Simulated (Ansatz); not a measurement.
**Al2NH5: one species, many methods**

The task here is to estimate one member of a computed series from the others.

Computed with Ansatz 0.2.0, Gaussian basis. Level: functionals in def2-TZVPP, the program's frozen cores in correlated methods.

The runs, in order: LDA (SPW92), PBE-D4, revPBE-D4, BLYP-D4, r2SCAN-D4, B97M-V, PBE0-D4, B3LYP-D4, r2SCANh-D4, r2SCAN0-D4, HSE06-D4, BHLYP-D4, CAM-B3LYP-D4, LC-ωPBE, ωB97X-V, ωB97M-V, B2PLYP, PBE-QIDH; CCSD(T)/def2-SVP; CCSD(T)/def2-TZVPP; MP2/def2-QZVPP; extrapolation to the limit; RPA on PBE.

1 further run of the same task is left out (it didn't finish).

### Structure used throughout

An earlier PBE0-D4 in a triple-zeta def2 set relaxation fixed the geometry.

SMILES `[NH2][AlH][AlH2]`, 8 atoms, charge 0, spin multiplicity 1.

Atoms are counted from 1 here; the program's logs count them from 0.

Bond lengths: N1–Al2 1.774 Å, N1–H4 1.008 Å, N1–H5 1.008 Å, Al2–Al3 2.596 Å, Al2–H6 1.593 Å, Al3–H7 1.595 Å, Al3–H8 1.598 Å. Angles: Al2–N1–H4 124.7°, Al2–N1–H5 125.1°, H4–N1–H5 110.1°, N1–Al2–Al3 116.7°, N1–Al2–H6 114.9°, Al3–Al2–H6 128.4°, Al2–Al3–H7 123.4°, Al2–Al3–H8 120.9°, H7–Al3–H8 115.7°.

Set-up of the first run:

Input file in.yaml:

```yaml
crystal:
  periodic: [false, false, false]
  atoms:
    - {symbol: N, position_ang: [-1.287098, 0.844019, -0.929287]}
    - {symbol: Al, position_ang: [0.195091, 0.876118, 0.044439]}
    - {symbol: Al, position_ang: [1.120304, -1.417230, 0.833596]}
    - {symbol: H, position_ang: [-1.780361, 0.006990, -1.196256]}
    - {symbol: H, position_ang: [-1.757306, 1.656253, -1.297593]}
    - {symbol: H, position_ang: [0.784707, 2.329743, 0.322575]}
    - {symbol: H, position_ang: [2.376954, -1.569386, 1.804768]}
    - {symbol: H, position_ang: [0.439809, -2.783510, 0.361959]}
basis:
  gaussian: {orbitals: def2-TZVPP}
hamiltonian: {xc: lda}
output: {orbitals: {seedname: orbitals}}
```

Run with:

```sh
> ansatz run in.yaml --threads 2 --pin off --events-out ev --progress --plain --max-ram 4352MiB
```

Among the steps run: LDA; PBE-D4 (GGA); revPBE-D4 (GGA); BLYP-D4 (GGA); r2SCAN-D4 (meta-GGA); B97M-V (meta-GGA); PBE0-D4 (hybrid); B3LYP-D4 (hybrid); r2SCANh-D4 (hybrid); r2SCAN0-D4 (hybrid); HSE06-D4 (hybrid); BHLYP-D4 (hybrid); CAM-B3LYP-D4 (range-separated); LC-ωPBE (range-separated); ωB97X-V (range-separated); ωB97M-V (range-separated); B2PLYP (double hybrid); PBE-QIDH (double hybrid).

One table of the session follows, with a row left open; its other results are not shown here.

| functional | HOMO (eV) | LUMO (eV) | gap (eV) |
| --- | --- | --- | --- |
| LDA (SPW92) | -5.84 | -3.30 | 2.54 |
| PBE-D4 | -5.79 | -3.12 | 2.68 |
| revPBE-D4 | -5.76 | -3.03 | 2.73 |
| BLYP-D4 | -5.66 | -2.95 | 2.70 |
| r2SCAN-D4 | -6.02 | -2.95 | 3.07 |
| B97M-V | -6.07 | -3.17 | 2.90 |
| PBE0-D4 | -6.83 | -2.40 | 4.42 |
| B3LYP-D4 | ? | ? | ? |
| r2SCANh-D4 | -6.39 | -2.69 | 3.70 |
| r2SCAN0-D4 | -6.96 | -2.31 | 4.65 |
| HSE06-D4 | -6.43 | -2.77 | 3.66 |
| BHLYP-D4 | -7.76 | -1.61 | 6.15 |
| CAM-B3LYP-D4 | -8.06 | -1.42 | 6.64 |
| LC-ωPBE | -9.34 | -0.43 | 8.91 |
| ωB97X-V | -9.04 | -0.51 | 8.53 |
| ωB97M-V | -8.74 | -0.73 | 8.01 |

**Question.** Estimate the row for B3LYP-D4.

Worked estimate for «HOMO (eV)». Against the share of exact exchange, BLYP-D4 (0, -5.66), BHLYP-D4 (0.5, -7.76) give a slope of -4.20 per unit share; at 0.2 the line stands at -6.50.

As computed: HOMO (eV): -6.65; LUMO (eV): -2.55; gap (eV): 4.09. In «HOMO (eV)» the line misses by +0.15.
